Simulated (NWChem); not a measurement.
Polarisability of CH (+1)

```xyz
2

C      0.0000     0.0000     0.1639
H      0.0000     0.0000    -0.9833
```
Charge +1, spin multiplicity 1.

All runs are NWChem calculations. Structure: optimised with PBE0/def2-SVP, a minimum by its harmonic frequencies.

Basis set: Sadlej pVTZ. Static limit.

```csv
method,isotropic polarisability (bohr³),difference from CCSD linear response
HF,7.68,+0.34
PBE,7.80,+0.46
B3LYP,7.74,+0.40
BHandHLYP,7.68,+0.34
CCSD linear response,7.34,0.00
```

The values span 0.46 bohr³, from CCSD linear response (lowest) to PBE (highest). 

The correlated methods keep 1 core orbital frozen. B3LYP has NWChem's definition, with VWN1-RPA local correlation. The structure started from a generated list of species. No row is a measurement; the coupled-cluster row has its own basis-set and correlation limits.
